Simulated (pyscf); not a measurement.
**Four-centre exchange: `[Cl][B]([Cl])[Cl]` + `[CH4]` → `[CH3][Cl]` + `[Cl][BH][Cl]`**

Gas phase, singlet surface, charge 0. Bonds broken: Cl1–B2, C5–H6. Bonds formed: Cl1–C5, B2–H6. Single points on ωB97X-D3(BJ)/def2-SVP structures (PySCF, gas phase).

Transition state (Å):

```xyz
9

Cl    -0.8379     0.6402     1.3709
B     -1.7299    -0.4530     0.0513
Cl    -1.1038    -2.1517     0.1246
Cl    -3.5088    -0.2400     0.1563
C      0.3360     0.7525    -0.7639
H     -1.3114     0.0824    -0.9973
H      0.6231    -0.2780    -0.9895
H     -0.0968     1.3513    -1.5681
H      0.9785     1.2934    -0.0708
```

One imaginary mode, 869i cm⁻¹; descent along it reached the two sides named.

```csv
bond,change,reactant side (Å),saddle,product side
Cl1–B2,breaks,1.743,1.932,2.9
C5–H6,breaks,1.099,1.794,3.8
Cl1–C5,forms,3.9,2.439,1.782
B2–H6,forms,3.1,1.250,1.198
```

Electronic energies relative to the separated reactants (kcal/mol):

| level | barrier | reaction energy | reverse barrier |
|---|---|---|---|
| ωB97X-D3(BJ)/def2-TZVP | 91.0 | +35.3 | 55.7 |
| PBE/def2-TZVP | 82.5 | +35.2 | 47.3 |
| r²SCAN/def2-TZVP | 86.0 | +36.7 | 49.2 |
| B3LYP-D3(BJ)/def2-TZVP | 86.2 | +34.8 | 51.4 |
| PBE0-D3(BJ)/def2-TZVP | 86.8 | +35.5 | 51.3 |
| M06-2X/def2-TZVP | 90.7 | +34.3 | 56.4 |
| ωB97M-D3(BJ)/def2-TZVP | 90.5 | +35.2 | 55.3 |
| HF/def2-TZVP | 104.8 | +31.9 | 72.8 |

With ωB97M-D3(BJ)/def2-TZVP energies and thermal terms (ideal gas, 1 atm, RRHO with modes under 100 cm⁻¹ raised to 100, one conformer, R ln 2 for chiral ones without a mode under 150 cm⁻¹), in kcal/mol:

| T (K) | ΔH‡ | ΔG‡ | ΔH | ΔG |
|---|---|---|---|---|
| 298 | 89.6 | 98.4 | +35.0 | +33.1 |
| 600 | 90.2 | 107.2 | +34.7 | +31.3 |
| 900 | 91.0 | 115.5 | +34.6 | +29.7 |
| 1200 | 91.8 | 123.6 | +34.7 | +28.0 |

One saddle was located; it need not be the lowest between these sides.
